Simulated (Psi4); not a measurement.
# BPH6 (SMILES [BH3-][PH3+]): MP2/cc-pV(T+d)Z (density fitting, density fitting for correlation, sweep point 4)

Aim: the vertical ionisation energy of BPH6 at MP2/cc-pV(T+d)Z (density fitting, density fitting for correlation, sweep point 4), from 2 runs. 

Program for the calculation: Psi4 1.11.

## Step 1: The structure to begin with

BPH6: 8 atoms, total charge 0, spin state singlet. As SMILES, `[BH3-][PH3+]`. The coordinates come from a PBE0-D4/def2-TZVP relaxation.

Bond lengths: B1–P2 1.910 Å, B1–H3 1.209 Å, B1–H4 1.209 Å, B1–H5 1.209 Å, P2–H6 1.408 Å, P2–H7 1.409 Å, P2–H8 1.408 Å. Some angles: B1–P2–H6 118.0°, B1–P2–H7 118.1°, B1–P2–H8 118.0°, P2–B1–H3 103.8°, P2–B1–H4 103.8°, P2–B1–H5 103.8°, H6–P2–H7 99.7°, H6–P2–H8 99.7°, H7–P2–H8 99.7°, H3–B1–H4 114.5°.

## Step 2: A single-point energy at MP2/cc-pV(T+d)Z (density fitting, density fitting for correlation, sweep point 4)

input.dat reads:

```
memory 1.6 GB

molecule molecule1 {
  0 1
  B     -0.556100     0.227200    -0.914000
  P      0.433900    -0.181600     0.667700
  H     -1.693400     0.343100    -0.520100
  H     -0.367800    -0.730200    -1.628000
  H     -0.055500     1.254200    -1.309900
  H      0.418800     0.755700     1.718800
  H      1.823100    -0.380300     0.547100
  H      0.089200    -1.345200     1.382600
  units angstrom
  symmetry c1
}

set basis cc-pV(T+d)Z
set puream true
set scf_type df
set num_frozen_docc 6

E, wfn = energy("mp2", return_wfn=True)
```

On the command line:

```bash
psi4 input.dat output.dat -n 1
```

output.dat:

```text
[...]
  Running in c1 symmetry.
[...]
  Nuclear repulsion =   59.544517156228110
[...]
  Multiplicity = 1
[...]
  Nalpha       = 13
  Nbeta        = 13
[...]
    Number of basis functions: 153
[...]
   @DF-RHF iter   1:  -368.80438232264072   -3.37181e-01   2.24247e-03 DIIS/ADIIS
[...]
   @DF-RHF iter  10:  -368.90797990054199   -4.32010e-12   1.85490e-09 DIIS
[...]
    Orbital Energies [Eh]
    ---------------------
    Doubly Occupied:
       1A    -80.001805     2A     -7.544568     3A     -7.527778
       4A     -5.439172     5A     -5.439171     6A     -5.437949
       7A     -0.922791     8A     -0.694425     9A     -0.585365
      10A     -0.585338    11A     -0.439059    12A     -0.437534
      13A     -0.437521
[...]
  @DF-RHF Final Energy:  -368.90797990054199
   => Energetics <=
    Nuclear Repulsion Energy =             59.5445171562281104
    One-Electron Energy =                -625.9200403224112961
    Two-Electron Energy =                 197.4675432656411260
    Total Energy =                       -368.9079799005420455
[...]
 Multipole Moments:
 ------------------------------------------------------------------------------------
     Multipole            Electronic (a.u.)      Nuclear  (a.u.)        Total (a.u.)
 ------------------------------------------------------------------------------------
 L = 1.  Multiply by 2.5417464519 to convert [e a0] to [Debye]
 Dipole X            :          1.1431460           -0.2562415            0.8869045
 Dipole Y            :         -0.4724351            0.1061634           -0.3662718
 Dipole Z            :          1.8253454           -0.4084037            1.4169417
 Magnitude           :                                                    1.7112797
[...]
```

Run time: 2.3 s. Hardware: 1 thread of Intel Xeon 6975P-C (Granite Rapids), shared host; peak memory 0.35 GiB.

## Step 3: The doublet cation, same level

job.inp reads:

```
memory 1600 MB

molecule system {
  1 2
  B     -0.556100     0.227200    -0.914000
  P      0.433900    -0.181600     0.667700
  H     -1.693400     0.343100    -0.520100
  H     -0.367800    -0.730200    -1.628000
  H     -0.055500     1.254200    -1.309900
  H      0.418800     0.755700     1.718800
  H      1.823100    -0.380300     0.547100
  H      0.089200    -1.345200     1.382600
  symmetry c1
}

set reference uhf
set puream true
set scf_type df
set num_frozen_docc 6
set maxiter 150

e_tot, wfn = energy('mp2/cc-pV(T+d)Z', return_wfn=True)
```

On the command line:

```bash
psi4 -i job.inp -o job.out -n 1
```

job.out:

```text
[...]
  Running in c1 symmetry.
[...]
  Nuclear repulsion =   59.544517156228110
[...]
  Multiplicity = 2
[...]
  Nalpha       = 13
  Nbeta        = 12
[...]
    Number of basis functions: 153
[...]
   @DF-UHF iter   1:  -368.39198083240757    7.52208e-02   1.95837e-03 ADIIS/DIIS
[...]
   @DF-UHF iter  21:  -368.52578516682269   -2.88765e-11   8.62953e-09 DIIS
[...]
   @S^2 Observed:                7.828702320E-01
[...]
    Orbital Energies [Eh]
    ---------------------
    Alpha Occupied:
       1A    -80.211054     2A     -7.840412     3A     -7.755311
       4A     -5.650296     5A     -5.650220     6A     -5.649378
       7A     -1.149588     8A     -1.006824     9A     -0.849589
      10A     -0.791828    11A     -0.770088    12A     -0.734354
      13A     -0.692931
    Alpha Virtual:
      14A     -0.058768    15A     -0.058428    16A     -0.046787
      17A     -0.030798    18A     -0.002709    19A     -0.000723
      20A      0.036784    21A      0.054933    22A      0.063884
      23A      0.078590    24A      0.119586    25A      0.126696
[...]
  @DF-UHF Final Energy:  -368.52578516682269
   => Energetics <=
    Nuclear Repulsion Energy =             59.5445171562281104
    One-Electron Energy =                -619.6513123287423923
    Two-Electron Energy =                 191.5810100056915530
    Total Energy =                       -368.5257851668226863
  UHF NO Occupations:
  HONO-2 :   11  A 1.9997365
  HONO-1 :   12  A 1.9840761
[...]
 Multipole Moments:
 ------------------------------------------------------------------------------------
     Multipole            Electronic (a.u.)      Nuclear  (a.u.)        Total (a.u.)
 ------------------------------------------------------------------------------------
 L = 1.  Multiply by 2.5417464519 to convert [e a0] to [Debye]
 Dipole X            :          0.0959321           -0.2562415           -0.1603094
 Dipole Y            :          0.1923789            0.1061634            0.2985422
 Dipole Z            :          0.4205996           -0.4084037            0.0121959
 Magnitude           :                                                    0.3390801
[...]
```

It took 3 s on 1 thread of Intel Xeon 6975P-C (Granite Rapids), shared host; peak memory 0.35 GiB.

## Step 4: Outcome

Level: MP2/cc-pV(T+d)Z (density fitting, density fitting for correlation, sweep point 4), 6 core orbitals frozen.

```
                                                                  quantity          value
                                                singlet BPH6: total energy  -369.21485 Eh
                         singlet BPH6: HOMO energy (Hartree–Fock orbitals)      -11.91 eV
                         singlet BPH6: LUMO energy (Hartree–Fock orbitals)        3.12 eV
                       singlet BPH6: HOMO–LUMO gap (Hartree–Fock orbitals)       15.03 eV
                 singlet BPH6: correlation energy (6 core orbitals frozen)     -306.9 mEh
                                              doublet cation: total energy  -368.79941 Eh
doublet cation: HOMO energy (Hartree–Fock orbitals) (highest over α and β)      -18.41 eV
 doublet cation: LUMO energy (Hartree–Fock orbitals) (lowest over α and β)       -9.01 eV
               doublet cation: correlation energy (6 core orbitals frozen)     -273.6 mEh
                         doublet cation: ⟨S²⟩ of the reference determinant          0.783
                        vertical ionisation energy (to the doublet cation)      11.305 eV
```

**Reading.** Removing an electron at fixed nuclei costs 11.30 eV (261 kcal/mol).
